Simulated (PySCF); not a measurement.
Atoms are numbered as in `[CH:1]#[C:2][C:3]#[C:4][CH3:5]` (H(Xn): hydrogen on atom n).

No relativistic terms, rapidly exchanging positions averaged, a single conformation, no solvent model. σ from GIAO-B97-2/pcSseg-2; PBE0-D3(BJ)/def2-TZVP structure; PySCF 2.14.0 with density-fitted response routines.

Referencing at the same level of theory: TMS for 13C (σref 185.38), 1H (σref 31.64).

```csv
atoms,nucleus,count,δ (ppm)
C5,13C,1,5.4
C3,13C,1,71.1
C4,13C,1,76.3
H(C1),1H,1,1.23
H(C5),1H,3,?
C1,13C,1,?
C2,13C,1,72.9
```

Task: Complete the table.

Result: 
- C1: 66.6 ppm, terminal alkyne carbon; the triple bond shields along its axis, which puts it between sp3 and sp2 carbons
- H(C5): 1.94 ppm, hydrogen on a propargylic methyl carbon

Shifts are as computed. Against solution values, carbons near 30 ppm lie about +3 ppm off and those near 130 ppm about +7 ppm. Of 1211 compounds with measured shifts, 218 miss one by over three times the rms of a fit or turn the order of signals round; such compounds aren't used in these exercises.
